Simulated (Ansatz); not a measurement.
Species: C2H, charge 0, doublet. C2H (SMILES [C]#C, doublet).
B3LYP-D3(BJ)/def2-TZVP minimum from Ansatz (a quantum-chemistry and plane-wave program):
```
C
C 1 1.2000
H 1 1.0642 2 180.00
```
Charge 0, spin multiplicity 2.

Quantity: atomisation energy (electronic, to ground-state atoms), in kcal/mol. Radicals and triplets start from unrestricted determinants; spin-orbit coupling is neglected. CBS(X,Y): correlation extrapolated as X^-3, Hartree-Fock from the larger set (Q,5: extrapolated as (X+1)exp(-9√X)). A bracket is a step between two methods taken in the basis named. The functionals are non-relativistic, so their misses hold any scalar relativity. Double hybrids freeze cores in their MP2 part. 'core' is core correlation in cc-pwCVTZ, 'X2C' scalar relativity in cc-pVTZ-DK, both at CCSD(T). For partners of very few electrons the exact lower level stands in for a higher one. The UHF reference of C2H ([C]#C, doublet) is spin-contaminated (<S^2> up to 0.36 over the pure value in the sets run).

CCSD(T)/CBS(cc-pVQZ,cc-pV5Z) + [CCSDT(Q) - CCSD(T)]/cc-pVTZ + [CCSDTQ - CCSDT(Q)]/cc-pVDZ + core + X2C (Ansatz) gives 265.7 kcal/mol.

Q: What does PBE/def2-TZVPD (Ansatz) give here, and how do the other levels compare?

A: PBE gives 276.5 kcal/mol, 10.8 kcal/mol above it. Differences of the others: r2SCAN/def2-TZVPD (Ansatz) 0.5; B3LYP/def2-TZVPD (Ansatz) -3.3; PBE0/def2-TZVPD (Ansatz) 0.6; wB97M-V/def2-TZVPD (Ansatz) -4.1; B2PLYP/def2-TZVPD (Ansatz) -4.1; CCSD(T)/CBS(cc-pVQZ,cc-pV5Z) + core + X2C (Ansatz) -0.9 kcal/mol. Nearer than PBE: r2SCAN/def2-TZVPD, B3LYP/def2-TZVPD, PBE0/def2-TZVPD, wB97M-V/def2-TZVPD, B2PLYP/def2-TZVPD, CCSD(T)/CBS(cc-pVQZ,cc-pV5Z) + core + X2C.
